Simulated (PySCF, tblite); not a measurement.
## A complex of methanol and 3 × water

A gas-phase complex of methanol and 3 × water; neutral, singlet. The structure comes from a short search (6 tight-binding starts) and was relaxed by PBE0-D3(BJ)/def2-SVPD; another way of binding may lie lower. No frequency run checks that it is a minimum.

| part | name | SMILES | atoms | charge | multiplicity |
| --- | --- | --- | --- | --- | --- |
| 1 | methanol | CO | 1–6 | 0 | 1 |
| 2 | water | O | 7–9 | 0 | 1 |
| 3 | water | O | 10–12 | 0 | 1 |
| 4 | water | O | 13–15 | 0 | 1 |

| atom | part | x (Å) | y (Å) | z (Å) |
| --- | --- | --- | --- | --- |
| C1 | 1 | -0.250 | -0.394 | 0.244 |
| O2 | 1 | 0.652 | -0.562 | -0.821 |
| H3 | 1 | -1.090 | 0.261 | -0.039 |
| H4 | 1 | -0.659 | -1.356 | 0.596 |
| H5 | 1 | 0.287 | 0.079 | 1.077 |
| H6 | 1 | 0.188 | -0.962 | -1.592 |
| O7 | 2 | 2.699 | -2.258 | -0.706 |
| H8 | 2 | 3.526 | -1.791 | -0.841 |
| H9 | 2 | 1.995 | -1.564 | -0.650 |
| O10 | 3 | -0.424 | -1.940 | -2.856 |
| H11 | 3 | -0.442 | -1.594 | -3.751 |
| H12 | 3 | 0.232 | -2.678 | -2.862 |
| O13 | 4 | 1.557 | -3.738 | -2.632 |
| H14 | 4 | 2.086 | -3.278 | -1.936 |
| H15 | 4 | 1.413 | -4.631 | -2.314 |

Contacts between parts, classed by geometry: H9···O2 1.684 Å (hydrogen bond, 168°); H14···O7 1.712 Å (hydrogen bond, 167°); H6···O10 1.712 Å (hydrogen bond, 168°); H12···O13 1.712 Å (hydrogen bond, 167°).

Interaction energies are complex less parts, with the parts frozen as they stand in it; counterpoise-corrected, in kcal/mol (PySCF).

(1) How strongly do the parts interact, level by level?

(2) What holds them together? Decompose the wB97M-D3(BJ)/def2-SVPD energy: frozen parts, their antisymmetrised product, then relaxation.

(3) Are the pair energies additive?

The parts were also relaxed and run alone, at the levels used for the complex: shieldings by PBE0/pcSseg-1; core levels by delta-SCF with SCAN, pcX-2 on the ionised atom and pcseg-1 elsewhere, spin-free X2C.

(4) What does binding change?

## Answers

(1) 
| level | interaction | superposition error removed |
| --- | --- | --- |
| wB97M-D3(BJ)/def2-SVPD | -30.56 | -2.39 |
| PBE0-D3(BJ)/def2-SVPD | -33.02 | -2.48 |

(2) electrostatic -60.4, Pauli repulsion +66.4, orbital relaxation -35.1, dispersion correction -3.9 kcal/mol, which sum to the value before the counterpoise correction; the Pauli term holds the exchange-correlation of the frozen density too. Of the attraction, 61 % is electrostatic, 35 % is orbital relaxation, 4 % is dispersion correction.

(3) The pairs sum to -22.05 kcal/mol (1–2 -5.0, 1–3 -4.4, 1–4 -1.9, 2–3 -1.8, 2–4 -4.4, 3–4 -4.4); the rest of -8.51 is a many-body strengthening.

(4) 
```tsv
property	alone	in the complex	change
O7–H9 bond (Å)	0.961	0.990	+0.029
shielding of H9 (ppm)	30.93	24.37	-6.56
shielding of O2 (ppm)	332.0	329.2	-2.8
shielding of H14 (ppm)	30.93	24.38	-6.55
shielding of O7 (ppm)	335.3	320.7	-14.6
O2 1s core level (eV)	539.01	538.33	-0.67
O7 1s core level (eV)	539.76	538.81	-0.95
O13 1s core level (eV)	539.76	538.92	-0.84
```
